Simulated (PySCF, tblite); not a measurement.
# Complex of hydrogen fluoride and chloride

A gas-phase complex of hydrogen fluoride and chloride; charge -1, singlet. The structure comes from a short search (6 tight-binding starts) and was relaxed by PBE0-D3(BJ)/def2-TZVPD; another way of binding may lie lower. Frequencies by PBE0-D3(BJ)/def2-TZVPD show no clear imaginary mode.

```csv
part,name,SMILES,atoms,charge,multiplicity
1,hydrogen fluoride,F,1–2,0,1
2,chloride,[Cl-],3,-1,1
```

```xyz
3

F     0.303    0.070    0.061
H    -0.628   -0.224   -0.044
Cl   -2.403   -0.788   -0.243
```
Atom numbers follow the order of the file, from 1.

Contacts between parts, classed by geometry: H2···Cl3 1.873 Å (hydrogen bond, 180°).

Interaction energies are complex less parts, with the parts frozen as they stand in it; counterpoise-corrected, in kcal/mol (PySCF). The CCSD(T) estimate is Hartree-Fock/aug-cc-pVQZ, plus the MP2 correlation part extrapolated as X⁻³ from aug-cc-pVTZ and aug-cc-pVQZ, plus CCSD(T) less MP2 in aug-cc-pVDZ; noble-gas cores are frozen. It isn't the exact limit.

Problem. Give the interaction energy at each level run.

Solution. 
```
                         level  interaction  superposition error removed
      Hartree-Fock/aug-cc-pVQZ       -22.65                            -
       wB97M-D3(BJ)/def2-TZVPD       -25.33                        -0.11
        PBE0-D3(BJ)/def2-TZVPD       -27.18                        -0.12
               MP2/aug-cc-pVQZ       -25.69                        -0.66
CCSD(T), estimated basis limit       -25.51                            -
```

Problem. What holds them together? Decompose the wB97M-D3(BJ)/def2-TZVPD energy: frozen parts, their antisymmetrised product, then relaxation.

Solution. electrostatic -30.3, Pauli repulsion +23.3, orbital relaxation -17.9, dispersion correction -0.6 kcal/mol, which sum to the value before the counterpoise correction; the Pauli term holds the exchange-correlation of the frozen density too. Of the attraction, 62 % is electrostatic, 37 % is orbital relaxation, 1 % is dispersion correction.

The parts were also relaxed and run alone, at the levels used for the complex: vibrations by PBE0-D3(BJ)/def2-TZVPD; shieldings by PBE0/aug-pcSseg-2; core levels by delta-SCF with SCAN, aug-pcX-2 on the ionised atom and aug-pcseg-1 elsewhere, spin-free X2C (2p3/2 is the spin-free 2p value less a third of a first-order spin-orbit splitting).

Problem. What does binding change?

Solution. 
| property | alone | in the complex | change |
| --- | --- | --- | --- |
| F1–H2 bond (Å) | 0.921 | 0.983 | +0.062 |
| stretch carried by H2 (cm⁻¹, harmonic) | 4145 | 2916 | -1230 |
| its infrared intensity (km/mol) | 115 | 2554 |  |
| shielding of H2 (ppm) | 29.18 | 20.17 | -9.01 |
| shielding of Cl3 (ppm) | 1149.3 | 1090.4 | -58.9 |
| shielding of F1 (ppm) | 410.9 | 354.7 | -56.2 |
| F1 1s core level (eV) | 694.15 | 686.58 | -7.57 |
| Cl3 2p3/2 core level (eV) | 196.90 | 198.20 | +1.30 |

Density functionals tend to overstate the lengthening and the red shift of so strongly bound an X–H bond.
